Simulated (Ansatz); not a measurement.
Program: Ansatz. Geometries: PBE0-D4/def2-TZVP. ΔE: electronic, gas phase. CBS: MP2 limit from def2 TZ/QZ plus the TZ coupled-cluster correction, frozen cores. This one scheme is used for every species. Functionals use def2-TZVPP. B3LYP here is the variant with VWN-RPA as its local correlation; programs differ in this. Triplets are unrestricted, without spin–orbit coupling. Each species was taken in one conformer, which may not be the lowest.

`CC1=C(O)C1` → `[CH2]` (triplet) + `OC1=CC1`  (formal loss of a carbene)

```tsv
level	ΔE (kJ/mol)	difference from CCSD(T)/CBS
r2SCAN-D4	431.4	-19.8
PBE0-D4	453.1	1.9
B3LYP-D4	446.9	-4.3
ωB97X-V	463.1	11.9
ωB97M-V	453.7	2.5
B2PLYP	444.5	-6.7
PBE0	448.2	-3.0
HF/def2-TZVPP	307.2	-144.0
MP2/def2-TZVPP	456.1	4.9
SCS-MP2/def2-TZVPP	456.0	4.8
CCSD(T)/def2-TZVPP	440.9	-10.3
HF/def2-QZVPP	306.9	-144.3
MP2/def2-QZVPP	461.9	10.7
HF/CBS(def2)	306.9	-144.3
MP2/CBS(def2)	466.4	15.2
CCSD/CBS(def2)	440.3	-10.9
CCSD(T)/CBS	451.2	0
```

Largest T1 diagnostic among the species: 0.012.

From PBE to PBE0 (25 % exact exchange), in def2-TZVPP and without D4, ΔE moves by −7.8 kJ/mol. In def2-TZVPP, CCSD(T) changes the Hartree–Fock value by +133.7 kJ/mol (the triples alone add +10.9 kJ/mol) and MP2 by +148.9 kJ/mol.
